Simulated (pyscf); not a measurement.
PySCF, gas phase, ωB97X-D3(BJ)/def2-SVP geometries. Correlated levels are frozen-core, on RHF or UHF. ΔMP2 is the change of the MP2 total energy from the triple- to the quadruple-zeta basis.

Problem. What is the homolytic dissociation enthalpy (298 K, CCSD(T)/def2-TZVPP + ΔMP2(QZVPP)) of the Cl–Ga bond of F–Ga(F)–Cl, to [F–Ga–F]• + Cl•?

Solution. Cl–Ga to [F–Ga–F]• + Cl•: 100.0 kcal/mol. The radicals are drawn with the spin at the cut bond; how far it spreads was not checked. The CCSD(T) − MP2 part came from Ansatz, without density fitting, on the same reference. The frozen core leaves the outer d or s,p core shells of the metals and heavy elements correlated in the MP2 and CC values, and def2-TZVPP describes them poorly, which can shift differences by a few kcal/mol. Left out: the spin-orbit lowering of Cl. Elements up to Kr have no core potential and no relativistic terms here.
